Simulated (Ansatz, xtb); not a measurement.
# Two structures of H5PSi2+

Structure X: a doublet given by its coordinates. Structure Y: the doublet with the links of `[SiH]1[SiH2][PH2+]1`. Both are isolated ions in the gas phase, relaxed with PBE0-D3(BJ)/def2-SVP.

X (Å):

```xyz
8

P    -1.6337    1.5821    1.4065
Si   -1.8828   -0.2079    0.1127
Si   -0.2582    1.6367    3.0232
H    -2.9902    0.0775   -0.8374
H    -2.0173   -1.3976    0.9942
H    -1.4316    2.7608    0.6480
H    -0.1713    0.4425    3.8905
H     0.2523    2.9599    3.4419
```

Close contacts (Å): P1–Si2 2.22, P1–Si3 2.12, P1–H6 1.42, Si2–H4 1.49, Si2–H5 1.49, Si3–H7 1.48, Si3–H8 1.48.

Y (Å):

```yaml
atoms:
  - { symbol: P, position_ang: [-1.8678, 0.1781, 1.0744] }
  - { symbol: Si, position_ang: [0.1274, 1.2744, 0.8249] }
  - { symbol: Si, position_ang: [-1.0881, 1.5071, 2.7899] }
  - { symbol: H, position_ang: [-0.0152, 2.2756, -0.2731] }
  - { symbol: H, position_ang: [-1.9281, 2.7117, 3.0040] }
  - { symbol: H, position_ang: [-0.7103, 0.6699, 3.9528] }
  - { symbol: H, position_ang: [-3.0552, 0.5152, 0.3859] }
  - { symbol: H, position_ang: [-1.8669, -1.2133, 1.3183] }
```

**Question.** Which of the two would you expect CCSD(T)/def2-SVP electronic energies to favour?

**Answer.** Structure Y; the calculation gives E(Y) − E(X) = −16.3 kJ/mol.

The same difference at several levels:

```tsv
level	geometry	E(Y) − E(X) (kJ/mol)	departure from the last row (kJ/mol)	job, with rough time for the two
GFN2-xTB	GFN2-xTB	+56.8	+73.1	optimisation, 0.19 s
HF/STO-3G	GFN2-xTB	+44.2	+60.4	single point, 0.85 s
r2SCAN-D4/def2-SVP	GFN2-xTB	+23.1	+39.4	single point, 9.9 s
PBE0-D3(BJ)/def2-SVP	PBE0-D3(BJ)/def2-SVP	−30.7	−14.4	optimisation, 2 min
HF/def2-SVP	PBE0-D3(BJ)/def2-SVP	−10.9	+5.3	part of the CCSD(T) run
MP2/def2-SVP	PBE0-D3(BJ)/def2-SVP	−27.8	−11.6	part of the CCSD(T) run
CCSD(T)/def2-SVP	PBE0-D3(BJ)/def2-SVP	−16.3		single point, 17 s
```

GFN2-xTB, HF/STO-3G, r2SCAN-D4/def2-SVP put the two in the other order. The largest departure from CCSD(T)/def2-SVP is that of GFN2-xTB, 73.1 kJ/mol.

With harmonic frequencies from PBE0-D3(BJ)/def2-SVP (ideal gas, rigid rotor, one conformer each, 298.15 K, 1 atm): on the last row, ΔE + ΔZPE = −11.9, ΔH = −13.8, ΔG = −8.6 kJ/mol.

Open shells are spin-unrestricted, with notable spin contamination under HF/STO-3G, HF/def2-SVP, MP2/def2-SVP, CCSD(T)/def2-SVP. The correlated steps freeze 15 core orbitals. Codes used: Ansatz 0.2.0, xtb 6.7.1; the last row on 1 thread of Arm Neoverse V2 on a shared host.
